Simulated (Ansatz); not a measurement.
Molecule: NH$_{2}$ (charge -1, singlet). 
Geometry from a B3LYP-D3(BJ)/def2-TZVP (Ansatz, an electronic-structure program) optimisation:
```xyz
3

N      0.0026     0.1456     0.0214
H     -0.8046    -0.4969    -0.0640
H      0.7861    -0.5226    -0.0861
```
Charge -1, spin multiplicity 1.

Basis-set convergence of Hartree-Fock and CCSD(T) correlation energies (hartree) with Ansatz. Cores are frozen in the correlated levels unless marked. Spin-orbit coupling is left out. Non-relativistic. This anion needs diffuse functions, which these sets lack.

```
basis    functions       E(HF)  E(corr, CCSD(T))  rough core time
-------  ---------  ----------  ----------------  ---------------
cc-pVDZ         24   -55.48062          -0.20252       under 20 s
cc-pVTZ         58   -55.52116          -0.25926       under 20 s
cc-pVQZ        115   -55.53573          -0.27827       under 20 s
cc-pV5Z        201  (withheld)        (withheld)             21 s
```

Question: What belongs in the gaps?

Answer: 
- cc-pV5Z, E(HF): -55.54573
- cc-pV5Z, E(corr, CCSD(T)): -0.28652
